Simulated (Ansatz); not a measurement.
A calculation on Sb2O3 (Pccn, No. 56) returned cohesive energy 3.90 eV/atom, band gap 3.25 eV.

**Question.** Which level of theory produced these numbers?
(A) r²SCAN (Ansatz, a program for electronic structure)
(B) PBEsol-D3(BJ) (Ansatz)
(C) rVV10 (Ansatz)
(D) HSE06 (Ansatz)

**Answer.** D, HSE06 (Ansatz)

The others give: rVV10 4.49 eV/atom, 2.03 eV; PBEsol-D3(BJ) 4.83 eV/atom, 1.50 eV; r²SCAN 4.13 eV/atom, 2.66 eV.

Unless a cell is named, each level is at its own relaxed cell (HSE06 17.86, PBEsol-D3(BJ) 15.33, r²SCAN 17.11, rVV10 17.26 Å³/atom).

Spin–orbit coupling is included only where a level's name says +SOC; with heavier elements it mostly lowers gaps and can invert bands. Density-functional gaps are differences of (generalised) Kohn–Sham levels.

Caveats: the relaxation could not lower the start's symmetry, so the cell can be a saddle point above a distorted one (rVV10, PBEsol-D3(BJ), r²SCAN, HSE06). Ansatz's density-functional and Hartree–Fock values are scalar-relativistic unless marked +SOC, with PAW data made under PBE.
